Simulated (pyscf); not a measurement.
Elementary routes open to GeH₄ (SMILES [GeH4]) + HCl (SMILES Cl) in the gas phase (singlet surface):
A. Cl–GeH₃ (SMILES [Cl][GeH3]) + H₂ (SMILES [H][H]) (Ge–H, Cl–H broken; Cl–Ge, H–H formed)
B. GeH₂ (SMILES [GeH2]) [singlet] + HCl (SMILES Cl) + H₂ (SMILES [H][H]) (Ge–H, Ge–H, Cl–H broken; Cl–H, H–H formed)

Optimised with ωB97X-D3(BJ)/def2-SVP in PySCF.

Task: Rank the routes by free-energy barrier at 298 K, lowest first, for ωB97M-D3(BJ)/def2-TZVP energies (ideal gas, 1 atm, RRHO with modes under 100 cm⁻¹ raised to 100, one conformer, R ln 2 for chiral ones without a mode under 150 cm⁻¹).

Result: A (48.7 kcal/mol), B (61.1 kcal/mol)

Route A is the fastest of these, ahead of the next by 12.5 kcal/mol. The most stable products are those of A (ΔG = -11.9 kcal/mol), so kinetics and thermodynamics agree. At 1200 K A is still the fastest. B: On the product side the descent ends in a bound adduct, 10.0 kcal/mol under the separated species and 19.5 kcal/mol under the saddle at ωB97X-D3(BJ)/def2-TZVP. Only these routes are compared; each barrier is that of the saddle found, and lower ones may exist. Elements up to Kr have no core potential and no relativistic terms here.
